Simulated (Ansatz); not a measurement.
Cost and result for the atomization energy of CH₄BO, SMILES `[BH]OC` radical (7 atoms, 6 bonds).

The species carries charge 0 and has multiplicity 2. The structure was optimised at the PBE0-D4/def2-TZVP level. Program: Ansatz. All runs use 2 threads of a server CPU on a shared host. Times are those of one run each, without the atoms' runs, and a repeat can differ threefold. Electronic energies, without spin–orbit coupling; frozen cores. CCSD(T)/CBS adds CCSD(T) − MP2 in def2-TZVPP to the MP2 limit, and its time is that of the two runs behind it. T1 = 0.015; ⟨S²⟩ of the reference is 0.75. B3LYP takes the VWN-RPA correlation (the form of Gaussian; ORCA's B3LYP/G). HSE06 is the plane-wave form, built on full-range PBE exchange.

CCSD(T)/CBS is a level of theory with its own doubt, some kJ/mol a heavy atom from the limit and from the frozen cores, so smaller differences don't rank the functionals.

```
                            level  functions  wall time
           LDA (SPW92)/def2-TZVPP        149      0.9 s
             revPBE-D4/def2-TZVPP        149      1.9 s
                 CCSD(T)/def2-SVP         62      2.3 s
              HSE06-D4/def2-TZVPP        149      2.4 s
              BHLYP-D4/def2-TZVPP        149      2.4 s
B3LYP-D4/def2-TZVPP (with forces)        149      2.6 s
          CAM-B3LYP-D4/def2-TZVPP        149      2.6 s
               PBE0-D4/def2-TZVPP        149      2.8 s
            r2SCANh-D4/def2-TZVPP        149      4.4 s
                B97M-V/def2-TZVPP        149      8.5 s
                   MP2/def2-QZVPP        291       10 s
               CCSD(T)/def2-TZVPP        149       48 s
                CCSD(T)/CBS(def2)          –       58 s
```

(1) What atomization energy does each give, and how far from CCSD(T)/CBS? (Estimate.)

Answers

(1) The calculation gave: 
```csv
level,atomization (kJ/mol),difference from CCSD(T)/CBS,per bond
LDA (SPW92)/def2-TZVPP,2925.2,390.3,65.0
revPBE-D4/def2-TZVPP,2544.6,9.7,1.6
CCSD(T)/def2-SVP,2432.1,-102.8,-17.1
HSE06-D4/def2-TZVPP,2561.8,26.9,4.5
BHLYP-D4/def2-TZVPP,2481.9,-53.0,-8.8
B3LYP-D4/def2-TZVPP (with forces),2560.3,25.4,4.2
CAM-B3LYP-D4/def2-TZVPP,2573.4,38.5,6.4
PBE0-D4/def2-TZVPP,2559.5,24.6,4.1
r2SCANh-D4/def2-TZVPP,2557.2,22.3,3.7
B97M-V/def2-TZVPP,2550.8,15.9,2.7
MP2/def2-QZVPP,2561.6,26.7,4.4
CCSD(T)/def2-TZVPP,2476.9,-58.0,-9.7
CCSD(T)/CBS(def2),2534.9,0.0,0.0
```

At CCSD(T), def2-SVP lies −102.9 kJ/mol from the extrapolated value and def2-TZVPP −58.1 kJ/mol: correlation converges slowly with the basis, and small sets miss more of it in the bonded molecule than in its fragments. From PBE to PBE0 (25 % exact exchange), in def2-TZVPP and without D4, the atomization energy moves by −49.5 kJ/mol: exact exchange takes away binding that semilocal exchange gives to molecules. The D4 term adds +12.7 kJ/mol with B3LYP and +6.5 kJ/mol with PBE0; it sums over pairs of atoms, weighted by their polarisabilities, and B3LYP, whose exchange is more repulsive, gets the larger term.
